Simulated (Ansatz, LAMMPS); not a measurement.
## fcc Au, elastic constant C44

Reference value: 45.4 GPa (measured, 0 K, extrapolated to 0 K; zero-point effects included; as tabulated in Malica and Corso (2021), arXiv:2109.00459).

### Question
What do Morse jacobson2022, LDA, PBE, r²SCAN, HSE06 give, and how far is each from the reference?

### Answer

| level (code) | value (GPa) | cell (Å³/atom) | difference (%) |
|---|---|---|---|
| Morse jacobson2022 (LAMMPS) | 141 | 16.85 | +211 |
| LDA (Ansatz) | 40.9 | 16.58 | -9.9 |
| PBE (Ansatz) | 30.3 | 17.98 | -33 |
| r²SCAN (Ansatz) | 31.7 | 17.55 | -30 |
| HSE06 (Ansatz) | 32.4 | 17.56 | -29 |

Leaving aside Morse jacobson2022, which can be fitted to such values or carry a doubt: Of these levels LDA (-9.9 %) comes nearest. PBE (-33 %) misses by most. Every level misses the reference by more than 5 %. All 4 levels lie below the reference.

The measured value isn't corrected to a static lattice, so vibrations enter the comparison.  Density-functional levels without +SOC have no spin–orbit coupling. HSE06: hybrids on metals are sensitive to the k mesh. Each level is taken at its own relaxed cell. Cutoffs and k meshes differ between the levels. Ansatz's density-functional and Hartree–Fock values are scalar-relativistic unless marked +SOC, with PAW data made under PBE.

Empirical potentials (Morse jacobson2022) are fitted to chosen data, which need not cover the solid at hand: agreement can be built in, and what lay outside the fit can be far off.

Differences are worked out from the printed values.

Ansatz is a program for electronic structure.
